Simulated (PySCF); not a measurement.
Compound: PO₂ (charge +1).
Numbering: `[O:1]=[P+:2]=[O:3]`

The same species was optimised twice, with GFN2-xTB and with PBE0-D3(BJ)/def2-SVP (PySCF), and the same property calculations (PySCF, gas phase) were run on both structures.

```tsv
coordinate	GFN2-xTB	PBE0-D3(BJ)/def2-SVP	change
P2=O3 (Å)	1.408	1.443	+0.035
O1=P2 (Å)	1.408	1.443	+0.035
O1–P2–O3 (°)	180.0	180.0	0.0
```

Rotational constants: B = 7972 MHz (linear) (GFN2-xTB) against B = 7588 MHz (linear) (PBE0-D3(BJ)/def2-SVP). Point groups within 0.08 Å: D∞h and D∞h.

On the GFN2-xTB structure: lowest singlet, TDDFT (eV) 4.90 [CAM-B3LYP/def2-SVPD]; lowest triplet, Tamm–Dancoff (eV) 4.37 [CAM-B3LYP/def2-SVPD]; isotropic polarisability (au) 20.9 [CAM-B3LYP/def2-SVPD]; HOMO (eV) -21.07 [CAM-B3LYP/def2-SVPD]; LUMO (eV) -11.22 [CAM-B3LYP/def2-SVPD]; HOMO (eV) -19.61 [PBE0/pcSseg-1]; LUMO (eV) -12.42 [PBE0/pcSseg-1]; GIAO shielding of O1/O3 (mean) (ppm) 122.3 [PBE0/pcSseg-1]; GIAO shielding of P2 (ppm) 235.3 [PBE0/pcSseg-1].

**Question.** What do these properties become on the PBE0-D3(BJ)/def2-SVP structure?

**Answer.** 
```
                                    property                level  on GFN2-xTB  on PBE0-D3(BJ)/def2-SVP  change
                  lowest singlet, TDDFT (eV)  CAM-B3LYP/def2-SVPD         4.90                     4.51   -0.39
           lowest triplet, Tamm–Dancoff (eV)  CAM-B3LYP/def2-SVPD         4.37                     3.96   -0.41
               isotropic polarisability (au)  CAM-B3LYP/def2-SVPD         20.9                     21.8    +0.9
                                   HOMO (eV)  CAM-B3LYP/def2-SVPD       -21.07                   -20.86   +0.21
                                   LUMO (eV)  CAM-B3LYP/def2-SVPD       -11.22                   -11.42   -0.20
energy, GFN2-xTB geometry as zero (kcal/mol)  CAM-B3LYP/def2-SVPD          0.0                     -2.2    -2.2
                                   HOMO (eV)        PBE0/pcSseg-1       -19.61                   -19.41   +0.20
                                   LUMO (eV)        PBE0/pcSseg-1       -12.42                   -12.62   -0.20
energy, GFN2-xTB geometry as zero (kcal/mol)        PBE0/pcSseg-1          0.0                     -1.8    -1.8
        GIAO shielding of O1/O3 (mean) (ppm)        PBE0/pcSseg-1        122.3                     55.0   -67.3
                  GIAO shielding of P2 (ppm)        PBE0/pcSseg-1        235.3                    210.2   -25.1
```

The heavy atoms differ by 0.029 Å rms after alignment. Among all bonds O1=P2 and P2=O3 change most and about equally (+0.035 Å). Changes are differences of the printed values. Neither structure is proved a minimum here. Geometry: PBE0-D3(BJ)/def2-SVP; no solvent, vibrations or thermal averaging.
